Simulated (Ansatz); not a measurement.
# C5H7Cl: small, medium and large basis sets

An exercise on one series of results from a longer session: the logs are not shown, and one member is left open.

The runs use Ansatz 0.2.0, Gaussian basis; one geometry, several basis sets.

The runs, in order: PBE0-D4/def2-SVP; ωB97M-V/def2-SVP; PBE0-D4/def2-QZVPP; ωB97M-V/def2-QZVPP; the functionals' def2-TZVPP values are taken from earlier runs.

## The relaxed structure

The geometry comes from an earlier relaxation with PBE0-D4 in a triple-zeta def2 set; it is a stationary point, not always the lowest conformer.

SMILES `C=C(C)C(=C)Cl`, 13 atoms, charge 0, spin multiplicity 1.

Atoms are counted from 1 here; the program's logs count them from 0.

Bond lengths: C1–C2 1.333 Å, C1–H7 1.083 Å, C1–H8 1.081 Å, C2–C3 1.500 Å, C2–C4 1.466 Å, C3–H9 1.093 Å, C3–H10 1.093 Å, C3–H11 1.089 Å, C4–C5 1.331 Å, C4–Cl6 1.738 Å, C5–H12 1.082 Å, C5–H13 1.081 Å. Angles: C2–C1–H7 120.4°, C2–C1–H8 122.0°, H7–C1–H8 117.7°, C1–C2–C3 121.1°, C1–C2–C4 122.5°, C3–C2–C4 116.4°, C2–C3–H9 111.3°, C2–C3–H10 111.3°, C2–C3–H11 110.2°, H9–C3–H10 107.4°, H9–C3–H11 108.2°, H10–C3–H11 108.2°, C2–C4–C5 124.9°, C2–C4–Cl6 117.2°, C5–C4–Cl6 117.9°, C4–C5–H12 120.5°, C4–C5–H13 121.5°, H12–C5–H13 118.1°.

Set-up of the first run:

Contents of in.yaml:

```yaml
crystal:
  periodic: [false, false, false]
  atoms:
    - {symbol: C, position_ang: [-1.105510, -1.451260, -0.352213]}
    - {symbol: C, position_ang: [-0.238357, -0.473284, -0.088503]}
    - {symbol: C, position_ang: [1.204851, -0.771073, 0.189217]}
    - {symbol: C, position_ang: [-0.630906, 0.938874, -0.052632]}
    - {symbol: C, position_ang: [0.192732, 1.952166, 0.204838]}
    - {symbol: Cl, position_ang: [-2.299456, 1.307436, -0.371714]}
    - {symbol: H, position_ang: [-0.778190, -2.483765, -0.370283]}
    - {symbol: H, position_ang: [-2.148977, -1.251948, -0.554552]}
    - {symbol: H, position_ang: [1.498457, -0.423462, 1.183466]}
    - {symbol: H, position_ang: [1.859132, -0.279113, -0.535664]}
    - {symbol: H, position_ang: [1.385128, -1.844275, 0.136919]}
    - {symbol: H, position_ang: [1.239145, 1.770229, 0.408872]}
    - {symbol: H, position_ang: [-0.157647, 2.974674, 0.217049]}
basis:
  gaussian: {orbitals: def2-SVP}
hamiltonian: {xc: pbe0, dispersion: d4}
output: {orbitals: {seedname: orbitals}}
```

Launch:

```
ansatz run in.yaml --threads 4 --pin off --events-out ev --progress --plain --max-ram 10444MiB
```

Among the steps run: PBE0-D4 in def2-SVP; ωB97M-V in def2-SVP; PBE0-D4 in def2-QZVPP; ωB97M-V in def2-QZVPP.

One table of the session follows, with a row left open; its other results are not shown here.

It belongs to the step «Functionals by basis». 

| functional | basis | HOMO (eV) |
| --- | --- | --- |
| PBE0-D4 | def2-SVP | -6.90 |
| PBE0-D4 | def2-TZVPP | -6.99 |
| PBE0-D4 | def2-QZVPP | ? |
| ωB97M-V | def2-SVP | -8.99 |
| ωB97M-V | def2-TZVPP | -9.09 |
| ωB97M-V | def2-QZVPP | -9.11 |

**Question.** Estimate the row for PBE0-D4, def2-QZVPP.

The run gave: HOMO (eV): -7.01. In the column «HOMO (eV)» it lies between ωB97M-V, def2-SVP (-8.99) and PBE0-D4, def2-TZVPP (-6.99).
